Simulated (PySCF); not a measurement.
AlN₂ + Cl₂ → AlCl₂ + N₂

Level: PBE0 in the def2-TZVP basis family, all electrons, no relativity, computed in PySCF with density fitting; open shells unrestricted.

| species | state and structure | E (Eh) | ZPE (kJ/mol) | H(298 K) − H(0) (kJ/mol) | S° (J/(mol K)) |
| --- | --- | --- | --- | --- | --- |
| AlN₂ | doublet, C∞v, Al–N 1.982 Å, N–N 1.127 Å; Al–N–N 180.0° | -351.70336 | 16.2 | 12.7 | 256.0 |
| Cl₂ | singlet, D∞h, Cl–Cl 1.982 Å | -920.08940 | 3.5 | 9.1 | 222.5 |
| AlCl₂ | doublet, C2v, Al–Cl 2.102 Å (×2); Cl–Al–Cl 119.0° | -1162.55060 | 7.1 | 12.8 | 289.6 |
| N₂ | singlet, D∞h, N–N 1.089 Å | -109.44629 | 14.9 | 8.7 | 191.4 |

(1) What is the electronic reaction energy?

(2) Add zero-point, thermal and entropy terms for 298.15 K and 1 bar.

Answers

(1) At PBE0/def2-TZVP, ΔE = -535.9 kJ/mol from the differences of the total energies times 2625.5, downhill. 

(2) ΔZPE = 2.3 and Δ[H(298) − H(0)] = -0.3 kJ/mol give ΔH° = -533.9 kJ/mol. ΔS° = 2.5 J/(mol K), so ΔG° = -533.9 − 298.15 × (0.0025) = -535 kJ/mol.

Only the bonding shown was studied: isomers, or loss of a ligand pair, can lie lower.
